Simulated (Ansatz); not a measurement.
## Cl–SiH₂–Cl, singlet: reading a ladder of total energies

Geometry: displaced at random from a stationary point.

```xyz
5

Si   -0.0147   -0.8125    0.0238
Cl   -0.0155    0.3388   -1.6613
Cl    0.0324    0.3981    1.6439
H     1.1581   -1.6491   -0.0002
H    -1.3413   -1.6330   -0.0517
```

Basis cc-pVDZ; Ansatz 0.2.0. Only valence electrons are correlated (noble-gas cores frozen), which leaves 20 electrons in 49 orbitals. R marks a restricted (for open shells ROHF) determinant.

Full CI isn't at hand for all of this; RCCSDT(Q) serves as the reference, and is uncertain by the last step of the cluster series or more.

RCCSD has a T1 diagnostic of 0.008 and a largest doubles amplitude of 0.03.

Runs differ by some tens of microhartree through their thresholds, so steps under 0.03 kcal/mol mean nothing.

```
    level  total energy (hartree)
      RHF            -1209.196246
     RMP2            -1209.561769
    RCCSD            -1209.600337
 RCCSD(T)            -1209.608794
   RCCSDT            -1209.609578
RCCSDT(Q)            -1209.610321
```

Problem. What is the correlation energy at RCCSDT(Q), and what share of it do RMP2 and RCCSDT recover?

Solution. E(corr) = -1209.610321 − (-1209.196246) = -0.414075 hartree = -11.268 eV. RMP2: -0.365523 / -0.414075 = 88.27 %. RCCSDT: -0.413332 / -0.414075 = 99.82 %.

Problem. By how many kcal/mol does RCCSD(T) miss RCCSDT(Q) (1 hartree = 627.509 kcal/mol), and which steps make up the rest?

Solution. -1209.608794 − (-1209.610321) = 0.001527 hartree = 0.96 kcal/mol. Steps: RCCSDT − RCCSD(T) = -0.49, RCCSDT(Q) − RCCSDT = -0.47 kcal/mol. Differences between like states or geometries often cancel part of this.
